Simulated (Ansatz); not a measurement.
Species: C2H3O, SMILES `O=[C]C` (charge 0, multiplicity 2), formula C2H3O.

Q: How many basis functions does frozen-core CCSD(T)/def2-TZVPP // CAM-B3LYP-D3(BJ)/def2-TZVP in Ansatz (a quantum-chemistry and plane-wave program) use, how many core orbitals are frozen, and how many electrons are correlated?

A: 135 basis functions and 3 frozen orbitals, which leaves 17 correlated electrons. Core time is of the order of seconds.
